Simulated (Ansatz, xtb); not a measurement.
## C4H5NO: which of two isomers lies lower

Structure X: `Cc1cocn1`, a singlet. Structure Y: `Cc1cnco1`, a singlet. Both are isolated molecules in the gas phase, relaxed with r2SCAN-D4/def2-SVP.

X (Å):

```yaml
atoms:
  - { symbol: C, position_ang: [-0.1440, 1.6240, -0.0452] }
  - { symbol: C, position_ang: [0.5885, 0.4487, 0.4986] }
  - { symbol: C, position_ang: [0.6115, -0.0604, 1.7672] }
  - { symbol: C, position_ang: [1.8704, -1.2483, 0.4968] }
  - { symbol: N, position_ang: [1.4099, -0.3378, -0.2999] }
  - { symbol: O, position_ang: [1.4343, -1.1515, 1.7714] }
  - { symbol: H, position_ang: [-0.7410, 2.1182, 0.7339] }
  - { symbol: H, position_ang: [0.5605, 2.3587, -0.4665] }
  - { symbol: H, position_ang: [-0.8169, 1.3174, -0.8617] }
  - { symbol: H, position_ang: [0.1432, 0.2036, 2.7118] }
  - { symbol: H, position_ang: [2.5528, -2.0679, 0.2734] }
```

Y (Å):

```xyz
11

C    -0.1493    1.5812   -0.0773
C     0.5537    0.4524    0.5708
C     0.6951    0.0008    1.8539
C     1.7910   -1.3205    0.6195
N     1.4891   -1.1326    1.8630
O     1.2638   -0.4037   -0.2293
H    -0.6728    2.1777    0.6819
H     0.5551    2.2396   -0.6117
H    -0.8907    1.2246   -0.8111
H     0.2752    0.4211    2.7674
H     2.4021   -2.1048    0.1743
```

Quicker runs give these differences E(Y) − E(X): GFN2-xTB −0.99 kJ/mol; HF/STO-3G −6.68 kJ/mol (at GFN2-xTB geometries); r2SCAN-D4/def2-SVP//GFN2-xTB −3.46 kJ/mol.

Estimate E(Y) − E(X) at the level CCSD(T)/def2-SVP + ΔMP2/def2-TZVPP.

CCSD(T)/def2-SVP + ΔMP2/def2-TZVPP gives E(Y) − E(X) = −3.24 kJ/mol, slightly favouring structure Y, which is too small a margin to settle the true order.

How the difference moves with the method:

| level | geometry | E(Y) − E(X) (kJ/mol) | departure from the last row (kJ/mol) | job, with rough time for the two |
| --- | --- | --- | --- | --- |
| GFN2-xTB | GFN2-xTB | −0.99 | +2.25 | optimisation, 0.084 s |
| HF/STO-3G | GFN2-xTB | −6.68 | −3.45 | single point, 0.32 s |
| r2SCAN-D4/def2-SVP//GFN2-xTB | GFN2-xTB | −3.46 | −0.23 | single point, 3.6 s |
| r2SCAN-D4/def2-SVP | r2SCAN-D4/def2-SVP | −4.15 | −0.92 | optimisation, 32 s |
| HF/def2-SVP | r2SCAN-D4/def2-SVP | −3.70 | −0.46 | part of the CCSD(T) run |
| MP2/def2-SVP | r2SCAN-D4/def2-SVP | −3.54 | −0.30 | part of the CCSD(T) run |
| CCSD(T)/def2-SVP | r2SCAN-D4/def2-SVP | −3.06 | +0.17 | single point |
| CCSD(T)/def2-SVP + ΔMP2/def2-TZVPP | r2SCAN-D4/def2-SVP | −3.24 |  | single point, 35 s |

As drawn, both hold the same kinds of bond in the same numbers.

The largest departure from CCSD(T)/def2-SVP + ΔMP2/def2-TZVPP is that of HF/STO-3G, 3.45 kJ/mol. The last row adds to CCSD(T) the change of the MP2 difference between the two basis sets, here −0.17 kJ/mol.

With harmonic frequencies from r2SCAN-D4/def2-SVP (ideal gas, rigid rotor, one conformer each, 298.15 K, 1 atm): on the last row, ΔE + ΔZPE = −3.21, ΔH = −3.21, ΔG = −3.17 kJ/mol.

The correlated steps freeze 6 core orbitals. Programs: Ansatz 0.2.0, xtb 6.7.1; the last row on 2 threads of Arm Neoverse V2 on a shared host.
